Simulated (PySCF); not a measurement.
A GIAO shielding run with PySCF 2.14 (density fitting, non-relativistic, gas phase) on `S=P([S-])([S-])[S-]`, [PS₄]3-:

```
$ OMP_NUM_THREADS=1 python probes_run.py task.json out

{"job": {"kind": "nmr", "xc": "wB97X-D", "basis": "pcSseg-2", "pop": false}, "charge": -3, "multiplicity": 1}
S      0.072723    -0.308650     2.087703
P      0.013758     0.029129     0.029927
S     -0.209285     2.071331    -0.334037
S      1.790269    -0.642805    -0.835413
S     -1.598428    -1.003500    -0.799302
```

Hardware: 1 thread of an Arm Neoverse V2, shared host.

(1) How large is the calculation?

(2) How long does it take, and how much memory does it need?

(3) And these other runs on the same molecule and hardware: GIAO shielding at B97-2/pcSseg-2; GIAO shielding at KT3/pcSseg-2; GIAO shielding at PBE0/pcSseg-2?

Answers

(1) 82 electrons, 215 basis functions and 790 auxiliary functions.

(2) 26 s of wall time, with 14 SCF cycles and 7 response iterations; peak memory 1 GiB. Times on a shared host scatter by some tens of per cent.

(3) B97-2/pcSseg-2: 215 functions, 18 s; KT3/pcSseg-2: 215 functions, 20 s; PBE0/pcSseg-2: 215 functions, 22 s.
